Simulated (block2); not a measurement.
# CH2BN (SMILES BC#N) at DMRG/STO-6G

Aim: the vertical ionisation energy of CH2BN at DMRG/STO-6G, from 2 runs. 

The results are computed with block2 0.5.4.

4 further runs of the same task are left out: 1 that didn't finish, 3 set aside as unsound or not needed.

## 1. The system as given

CH2BN: 5 atoms, total charge 0, spin state singlet. As SMILES, `BC#N`. The shape is that of a PBE0-D4/def2-TZVP optimisation.

Bond lengths: B1–C2 1.522 Å, C2–N3 1.154 Å, B1–H4 1.189 Å, B1–H5 1.189 Å. Angles: B1–C2–N3 180.0°, C2–B1–H4 118.9°, C2–B1–H5 118.9°, H4–B1–H5 122.2°.

## 2. The energy at DMRG/STO-6G

Contents of prepare.py:

```python
from pyscf import ao2mo, cc, dft, gto, mcscf, mp, scf
from pyscf.tools import fcidump

mol = gto.M(atom="""
B     -0.219200     0.441300    -0.341900
C      0.352700    -0.696700     0.490700
N      0.786500    -1.559600     1.122200
H     -0.744300     0.187400    -1.377600
H     -0.125900     1.554000     0.065300
""", basis="sto-6g", spin=0, verbose=3)
print("basis functions          = %d" % (mol.nao))
mf = scf.RHF(mol)
mf.conv_tol = 1e-10
mf.max_cycle = 200
mf.kernel()
if not mf.converged:
    mf = mf.newton().run(mf.mo_coeff, mf.mo_occ)
print("reference energy         = %.10f" % (mf.e_tot))
# MP2, CCSD and CCSD(T) with the same frozen core
ref = mf
pt = mp.MP2(ref, frozen=3).run()
mycc = cc.CCSD(ref, frozen=3)
mycc.max_cycle = 150
mycc.kernel()
print(f"E(MP2)                   = {pt.e_tot:.10f}")
if mycc.converged:
    print(f"E(CCSD)                  = {mycc.e_tot:.10f}")
    print(f"CCSD(T) total energy     = {mycc.e_tot + mycc.ccsd_t():.10f}")
    print(f"T1 diagnostic            = {mycc.get_t1_diagnostic():.4f}")
# a few density functionals on the same geometry and basis
ks = dft.RKS(mol, xc="wb97x").set(conv_tol=1e-9, verbose=3).run()
if ks.converged:
    print(f"E(wB97X)                 = {ks.e_tot:.8f}")
ks = dft.RKS(mol, xc="lda,vwn5").set(conv_tol=1e-9, verbose=3).run()
if ks.converged:
    print(f"E(SVWN5)                 = {ks.e_tot:.8f}")
ks = dft.RKS(mol, xc="tpss").set(conv_tol=1e-9, verbose=3).run()
if ks.converged:
    print("E(TPSS)                  = %.8f" % (ks.e_tot))
ks = dft.RKS(mol, xc="tpssh").set(conv_tol=1e-9, verbose=3).run()
if ks.converged:
    print(f"E(TPSSh)                 = {ks.e_tot:.8f}")
# CCSD natural orbitals
occ_no, mo = mcscf.addons.make_natural_orbitals(cc.CCSD(mf, frozen=3).run())
mf.mo_coeff = mo
# FCIDUMP for the DMRG program
cas = mcscf.CASCI(mf, 14, 14)
h1, ecore = cas.get_h1eff()
fcidump.from_integrals("FCIDUMP", h1, cas.get_h2eff(), 14, 14, nuc=ecore, ms=0)
```

Contents of dmrg.conf:

```
sym c1
orbitals FCIDUMP
nelec 14
spin 0
irrep 1
occ 2 2 2 2 2 2 2 0 0 0 0 0 0 0
cbias 0.2
schedule
0 50 1E-08 1E-04
4 75 1E-08 1E-04
8 100 1E-08 1E-05
10 100 1E-09 0.0
end
maxiter 16
sweep_tol 1E-06
gaopt default
mem 1g
num_thrds 1
prefix ./tmp
outputlevel 2
onepdm
```

The run is started by

```console
$ python prepare.py && block2main dmrg.conf
```

Standard output:

```text
$ python prepare.py
basis functions          = 17
converged SCF energy = -117.792527930337
reference energy         = -117.7925279303
E(RMP2) = -117.974637456162  E_corr = -0.182109525824958
E(SCS-RMP2) = -117.976362265921  E_corr = -0.183834335583214
E(CCSD) = -117.9916413932988  E_corr = -0.199113462961452
E(MP2)                   = -117.9746374562
E(CCSD)                  = -117.9916413933
CCSD(T) correction = -0.00244151202214241
CCSD(T) total energy     = -117.9940829053
T1 diagnostic            = 0.0089
converged SCF energy = -118.485784015149
E(wB97X)                 = -118.48578402
converged SCF energy = -117.386858501481
E(SVWN5)                 = -117.38685850
converged SCF energy = -118.560013480993
E(TPSS)                  = -118.56001348
converged SCF energy = -118.546004981533
E(TPSSh)                 = -118.54600498
E(CCSD) = -117.9916413932988  E_corr = -0.199113462961452

$ block2main dmrg.conf

[... 71 lines left out ...]
 --> Site =    5-   6 .. Mmps =   50 Ndav =  20 E =   -115.7343965400 Error = 3.58e-06 FLOPS = 2.46e+09 Tdav = 0.14 T = 0.18
[... 48 lines left out ...]
 --> Site =   10-  11 .. Mmps =   50 Ndav =   4 E =   -117.9950138910 Error = 9.14e-08 FLOPS = 1.71e+09 Tdav = 0.00 T = 0.01
[... 57 lines left out ...]
 <-- Site =   10-  11 .. Mmps =   35 Ndav =   2 E =   -117.9957267205 Error = 0.00e+00 FLOPS = 2.09e+09 Tdav = 0.00 T = 0.01
[... 48 lines left out ...]
 <-- Site =    5-   6 .. Mmps =   75 Ndav =   5 E =   -117.9958629970 Error = 2.00e-05 FLOPS = 3.67e+09 Tdav = 0.11 T = 0.16
[... 48 lines left out ...]
 <-- Site =    0-   1 .. Mmps =   12 Ndav =   1 E =   -117.9960345757 Error = 1.77e-17 FLOPS = 8.72e+08 Tdav = 0.00 T = 0.01
[... 57 lines left out ...]
 --> Site =    4-   5 .. Mmps =  100 Ndav =   5 E =   -117.9960633365 Error = 3.84e-06 FLOPS = 4.13e+09 Tdav = 0.16 T = 0.20
[... 48 lines left out ...]
 --> Site =    9-  10 .. Mmps =  100 Ndav =   4 E =   -117.9960569863 Error = 1.63e-07 FLOPS = 3.28e+09 Tdav = 0.03 T = 0.06
[... 78 lines left out ...]
 --> Site =    7-   8 .. Nterms =           13 Error =  0.000000000000/ 0.000000000000 FLOPS = 4.07e+09 Tmult = 0.00 T = 0.01
 --> Site =    8-   9 .. Nterms =           11 Error =  0.000000000000/ 0.000000000000 FLOPS = 4.09e+09 Tmult = 0.00 T = 0.01
 --> Site =    9-  10 .. Nterms =            9 Error =  0.000000000000/ 0.000000000000 FLOPS = 2.75e+09 Tmult = 0.00 T = 0.00
 --> Site =   10-  11 .. Nterms =            7 Error =  0.000000000000/ 0.000000000000 FLOPS = 1.43e+09 Tmult = 0.00 T = 0.00
 --> Site =   11-  12 .. Nterms =            5 Error =  0.000000000000/ 0.000000000000 FLOPS = 6.59e+08 Tmult = 0.00 T = 0.00
 --> Site =   12-  13 .. Nterms =            4 Error =  0.000000000000/ 0.000000000000 FLOPS = 3.03e+08 Tmult = 0.00 T = 0.00
[... 7 lines left out ...]
NPDM Sorting | Nsites =    14 | Nmaxops =  2 | DotSite = 2 | SymbolFree = T | Compressed = T | LowMem = F | Mem = 1.53 KB
 Site =     0 ..  T = 0.000
 Site =     1 ..  T = 0.000
 Site =     2 ..  T = 0.000
 Site =     3 ..  T = 0.000
 Site =     4 ..  T = 0.000
 Site =     5 ..  T = 0.000
 Site =     6 ..  T = 0.000
 Site =     7 ..  T = 0.000
 Site =     8 ..  T = 0.000
 Site =     9 ..  T = 0.000
 Site =    10 ..  T = 0.000
 Site =    11 ..  T = 0.000
 Site =    12 ..  T = 0.000
Ttotal =      0.001

DMRG OCC =   1.992 1.981 1.979 1.977 1.976 1.924 1.919 0.085 0.082 0.026 0.020 0.018 0.012 0.009
```

Run time: 28 s. Hardware: 1 thread of Arm Neoverse V2, shared host; peak memory 0.2 GiB.

## 3. The doublet cation: the energy at DMRG/STO-6G

Contents of prepare.py:

```python
import numpy as np
from pyscf import ao2mo, cc, dft, gto, lo, mcscf, mp, scf
from pyscf.tools import fcidump

geom = """
B     -0.41422797     0.83393614    -0.64609736
C      0.66650640    -1.31657219     0.92728861
N      1.48626960    -2.94721686     2.12065066
H     -1.40652315     0.35413468    -2.60328671
H     -0.23791652     2.93663440     0.12339912
"""
mol = gto.M(
    atom=geom,
    basis="sto-6g",
    unit="bohr",
    charge=1,
    spin=1,
    verbose=3,
)
print("nao = %d" % (mol.nao))
mf = scf.ROHF(mol)
mf.conv_tol = 1e-10
mf.max_cycle = 200
mf.kernel()
if not mf.converged:
    mf = mf.newton().run(mf.mo_coeff, mf.mo_occ)
print(f"SCF energy = {mf.e_tot:.10f}")
# single-reference ladder for comparison
ref = scf.UHF(mol).run(mf.make_rdm1(), conv_tol=1e-10)
pt = mp.MP2(ref, frozen=3).run()
mycc = cc.CCSD(ref, frozen=3)
mycc.max_cycle = 150
mycc.kernel()
print("MP2 total energy = %.10f" % (pt.e_tot))
if mycc.converged:
    print("E(CCSD) = %.10f" % (mycc.e_tot))
    print("E(CCSD(T)) = %.10f" % (mycc.e_tot + mycc.ccsd_t()))
# a few density functionals on the same geometry and basis
ks = dft.UKS(mol, xc="wb97x").set(conv_tol=1e-9, verbose=3).run(mf.make_rdm1())
if ks.converged:
    print(f"E(wB97X) = {ks.e_tot:.8f}")
ks = dft.UKS(mol, xc="lda,vwn5").set(conv_tol=1e-9, verbose=3).run(mf.make_rdm1())
if ks.converged:
    print(f"E(SVWN5) = {ks.e_tot:.8f}")
ks = dft.UKS(mol, xc="tpss").set(conv_tol=1e-9, verbose=3).run(mf.make_rdm1())
if ks.converged:
    print(f"E(TPSS) = {ks.e_tot:.8f}")
ks = dft.UKS(mol, xc="tpssh").set(conv_tol=1e-9, verbose=3).run(mf.make_rdm1())
if ks.converged:
    print(f"E(TPSSh) = {ks.e_tot:.8f}")
# localise doubly occupied and virtual orbitals apart
mo = mf.mo_coeff.copy()
for a, b in ((3, 9), (10, 17)):
    if b - a > 1:
        mo[:, a:b] = lo.Boys(mol, mo[:, a:b]).kernel()
mf.mo_coeff = mo
# FCIDUMP for the DMRG program
cas = mcscf.CASCI(mf, 14, 13)
h1, ecore = cas.get_h1eff()
fcidump.from_integrals("FCIDUMP", h1, cas.get_h2eff(), 14, 13, nuc=ecore, ms=1)
```

Contents of dmrg.conf:

```
sym c1
orbitals FCIDUMP
nelec 13
spin 1
irrep 1
occ 2 2 2 2 2 2 1 0 0 0 0 0 0 0
cbias 0.2
schedule
0 75 1E-09 1E-04
4 100 1E-09 1E-05
7 100 1E-10 0.0
end
maxiter 13
sweep_tol 1E-06
fiedler
mem 1g
num_thrds 1
prefix ./tmp
outputlevel 1
onepdm
```

The run is started by

```console
$ python prepare.py && block2main dmrg.conf
```

Standard output:

```text
$ python prepare.py
nao = 17
converged SCF energy = -117.40228124936
SCF energy = -117.4022812494
converged SCF energy = -117.403937100453  <S^2> = 0.80055681  2S+1 = 2.0499335
E(UMP2) = -117.535160203219  E_corr = -0.131223102766071
E(SCS-UMP2) = -117.537921170751  E_corr = -0.133984070298111
E(UCCSD) = -117.5743434737115  E_corr = -0.1704063732583772
MP2 total energy = -117.5351602032
E(CCSD) = -117.5743434737
UCCSD(T) correction = -0.00337107910118022
E(CCSD(T)) = -117.5777145528
converged SCF energy = -118.049285135364  <S^2> = 0.76017509  2S+1 = 2.0101493
E(wB97X) = -118.04928514

WARN: HOMO -0.584151600798978 >= LUMO -0.584005688308293

WARN: HOMO -0.584897441709587 >= LUMO -0.583939436386893

SCF not converged.
SCF energy = -116.946763354431 after 50 cycles  <S^2> = 0.75370378  2S+1 = 2.0037004
converged SCF energy = -118.13503945608  <S^2> = 0.75403955  2S+1 = 2.0040355
E(TPSS) = -118.13503946
converged SCF energy = -118.118168556165  <S^2> = 0.75597438  2S+1 = 2.0059655
E(TPSSh) = -118.11816856

$ block2main dmrg.conf

[... 32 lines left out ...]
integral sym error =            0
[... 39 lines left out ...]
Final canonical form =  CRRRRRRRRRRRRR 0
DMRG Energy = -117.596715855263511
npdm string = ['(C+D)0']

Build NPDM MPO | Nsites =    14 | Nmaxops =  2 | SymbolFree = T | Cutoff = 0.00e+00
 Site =     0 /    14 .. L =        4 R =        1 M =            0 Tmid = 0.000 T = 0.000
 Site =     1 /    14 .. L =        4 R =       27 M =           27 Tmid = 0.000 T = 0.000
 Site =     2 /    14 .. L =        4 R =       25 M =           25 Tmid = 0.000 T = 0.000
 Site =     3 /    14 .. L =        4 R =       23 M =           23 Tmid = 0.000 T = 0.000
 Site =     4 /    14 .. L =        4 R =       21 M =           21 Tmid = 0.000 T = 0.000
 Site =     5 /    14 .. L =        4 R =       19 M =           19 Tmid = 0.000 T = 0.000
 Site =     6 /    14 .. L =        4 R =       17 M =           17 Tmid = 0.000 T = 0.000
 Site =     7 /    14 .. L =        4 R =       15 M =           15 Tmid = 0.000 T = 0.000
 Site =     8 /    14 .. L =        4 R =       13 M =           13 Tmid = 0.000 T = 0.000
 Site =     9 /    14 .. L =        4 R =       11 M =           11 Tmid = 0.000 T = 0.000
 Site =    10 /    14 .. L =        4 R =        9 M =            9 Tmid = 0.000 T = 0.000
 Site =    11 /    14 .. L =        4 R =        7 M =            7 Tmid = 0.000 T = 0.000
 Site =    12 /    14 .. L =        4 R =        5 M =            5 Tmid = 0.000 T = 0.000
 Site =    13 /    14 .. L =        1 R =        4 M =            4 Tmid = 0.000 T = 0.000
Ttotal =      0.000

Expectation | Direction =  forward | BRA bond dimension =  100 | KET bond dimension =  100
Time elapsed =      0.068
NPDM Sorting | Nsites =    14 | Nmaxops =  2 | DotSite = 2 | SymbolFree = T | Compressed = T | LowMem = F | Mem = 1.53 KB
Ttotal =      0.000

DMRG OCC =   1.899 1.916 1.152 1.899 1.967 1.967 1.914 0.071 0.077 0.015 0.015 0.020 0.015 0.071
```

It took 50 s on 1 thread of Arm Neoverse V2, shared host; peak memory 0.21 GiB.

## 4. What came out

Level: DMRG/STO-6G, 3 core orbitals frozen.

| quantity | value |
| --- | --- |
| run 1, DMRG/STO-6G: total energy | -117.99612 Eh |
| run 1, DMRG/STO-6G: T1 diagnostic of the CCSD step | 0.009 |
| doublet cation: total energy | -117.59672 Eh |
| vertical ionisation energy (to the doublet cation) | 10.868 eV |

Removing an electron at fixed nuclei costs 10.87 eV (251 kcal/mol). In a minimal basis such a difference can be off by several eV, whatever the method.
